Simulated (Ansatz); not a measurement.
System: Cs3Bi2Br9 (P-3m1, No. 164). Method: B3LYP (VWN-RPA form) in Ansatz (plane waves, PAW).

Numerical settings: plane-wave cutoff 460 eV, 3×3×2 k mesh (along the axes of the cell as run), Fermi–Dirac smearing 0.01 eV, scalar-relativistic PAW data made under PBE.

Cell (measured lattice):

```yaml
crystal:
  lattice:
    - [7.97200, 0.00000, 0.00000]
    - [-3.98600, 6.90395, 0.00000]
    - [0.00000, 0.00000, 9.86700]
  atoms:
    - { symbol: Br, position: [0.50000, 0.50000, 0.00000] }
    - { symbol: Br, position: [0.50000, 0.00000, 0.00000] }
    - { symbol: Br, position: [0.00000, 0.50000, 0.00000] }
    - { symbol: Br, position: [0.33540, 0.16770, 0.33940] }
    - { symbol: Br, position: [0.66460, 0.83230, 0.66060] }
    - { symbol: Br, position: [0.83230, 0.16770, 0.33940] }
    - { symbol: Br, position: [0.16770, 0.83230, 0.66060] }
    - { symbol: Br, position: [0.83230, 0.66460, 0.33940] }
    - { symbol: Br, position: [0.16770, 0.33540, 0.66060] }
    - { symbol: Cs, position: [0.66667, 0.33333, 0.66690] }
    - { symbol: Cs, position: [0.33333, 0.66667, 0.33310] }
    - { symbol: Cs, position: [0.00000, 0.00000, 0.00000] }
    - { symbol: Bi, position: [0.66667, 0.33333, 0.19180] }
    - { symbol: Bi, position: [0.33333, 0.66667, 0.80820] }
```

### Question
What does this level give for the band gap?

### Answer

- band gap: 3.64 eV

Note: cell and atoms aren't relaxed at this level (largest force component 0.28 eV/Å, pressure 2.1 GPa).

Spin–orbit coupling is not included; with these elements it can move the gap by several tenths of an eV or more.

Ansatz is a program for electronic structure.
